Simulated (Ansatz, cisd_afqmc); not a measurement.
Species: CHO, charge 1, singlet. CHO+ (parent SMILES [CH]=O, singlet).
B3LYP-D3(BJ)/def2-TZVP minimum from Ansatz (a program for electronic structure):
```xyz
3

C      0.0000     0.0000    -0.5143
O      0.0000     0.0000     0.5871
H      0.0000     0.0000    -1.6107
```
Charge +1, spin multiplicity 1.

Total energies in cc-pVTZ, 10 correlated electrons, 2 frozen orbitals. Radicals and triplets start from unrestricted determinants; spin-orbit coupling is neglected. Correlated methods leave the cores frozen. No relativity. AFQMC/CISD: phaseless, guided by CISD from CCSD amplitudes; bars are statistical, one sigma. Outlying blocks are dropped, and bars are widened where a walk drifts. Over all cases where full CI ran beside it in this data, AFQMC minus full CI had a median of +0.1 mEh and passed +0.4 mEh in a tenth of the cases.

```csv
method,program,energy (Eh),minus CCSDT(Q) (mEh)
HF,Ansatz,-113.01112,382.11
MP2,Ansatz,-113.37430,18.93
CCSD,Ansatz,-113.37504,18.19
CCSD(T),Ansatz,-113.39194,1.29
CCSDT(Q),Ansatz,-113.39323,0.00
AFQMC/CISD,cisd_afqmc,-113.3920 ± 0.0004,1.3 ± 0.4
```

Rough core times of Ansatz's runs on a shared machine: CCSD(T) under 20 s, CCSDT(Q) 60 s.
